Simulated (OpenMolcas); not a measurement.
## Worked example: vertical ionisation energy of PH2 (SMILES [PH2])

The species is PH2 (3 atoms), meant as a doublet with charge 0. SMILES: `[PH2]`. Geometry: relaxed at PBE0-D4/def2-TZVP.

```jsonl
{"atom": "P", "x (Å)": "0.5257", "y (Å)": "-0.3094", "z (Å)": "0.2582"}
{"atom": "H", "x (Å)": "0.1146", "y (Å)": "1.0515", "z (Å)": "0.1767"}
{"atom": "H", "x (Å)": "-0.6404", "y (Å)": "-0.7421", "z (Å)": "-0.4350"}
```

Both states at this one shape; open shells run unrestricted unless said. 1 Eh = 27.2114 eV.

| level | program | doublet PH2 (Eh) | singlet [PH2]+ (Eh) |
| --- | --- | --- | --- |
| UPBE0/pcseg-0 | OpenMolcas | -341.939237 | -341.560701 |
| ROCCSD(T)/3-21G, 5 core orbitals frozen | OpenMolcas | -340.186111 | -339.837916 |
| ROCCSD(T)/pcseg-0, 5 core orbitals frozen | OpenMolcas | -341.473861 | -341.122874 |

**Question.** Work out the vertical ionisation energy at each level.

**Answer.** 
1. UPBE0/pcseg-0: -341.560701 − (-341.939237) = 0.378536 Eh = 10.30 eV.
2. ROCCSD(T)/3-21G: -339.837916 − (-340.186111) = 0.348195 Eh = 9.47 eV.
3. ROCCSD(T)/pcseg-0: -341.122874 − (-341.473861) = 0.350987 Eh = 9.55 eV.

No measured value is set beside it here; the levels span 9.47 to 10.30 eV.
